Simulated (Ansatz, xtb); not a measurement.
# Ranking isomers of C3H5O−

4 gas-phase structures of C3H5O−, found in a search over its isomers (lower ones may exist). Each was relaxed with GFN2-xTB:

A. `C=C(C)[O-]`, a singlet
B. `[O-]C1CC1`, a singlet
C. `C/C=C/[O-]`, a singlet
D. `C/C=C\[O-]`, a singlet

**Question.** Make a reasoned guess at their ranking by r2SCAN-D4/def2-SVPD single-point energy.

**Answer.** Calculated order at r2SCAN-D4/def2-SVPD: A (0.0), D (2.6), C (3.8), B (28.6) kcal/mol.

Energies above the lowest of each column, in kcal/mol; the last columns are at PBE0-D3(BJ)/def2-SVPD geometries and were run for some of them only (a dash: not run or not comparable):

```csv
structure,GFN2-xTB,HF/STO-3G,r2SCAN-D4/def2-SVPD,PBE0-D3(BJ)/def2-SVPD,CCSD(T)/def2-SVPD + ΔMP2/def2-TZVPPD
A,0.0,0.3,0.0,0.0,0.0
D,0.8,0.0,2.6,2.3,4.0
C,0.3,0.1,3.8,3.4,5.5
B,13.4,29.5,28.6,–,–
```

CCSD(T)/def2-SVPD + ΔMP2/def2-TZVPPD puts A lowest of those it was run on; HF/STO-3G picks D. Frequencies (PBE0-D3(BJ)/def2-SVPD) were run for A, C, D alone. ΔMP2 is the change of the MP2 energy from the smaller to the larger basis.

Over these structures GFN2-xTB departs from r2SCAN-D4/def2-SVPD by 5.0 kcal/mol on average once a common shift is removed. A GFN2-xTB relaxation took about 0.031 s and the r2SCAN-D4/def2-SVPD energy about 0.56 s on a shared host (Ansatz 0.2.0, xtb 6.7.1).
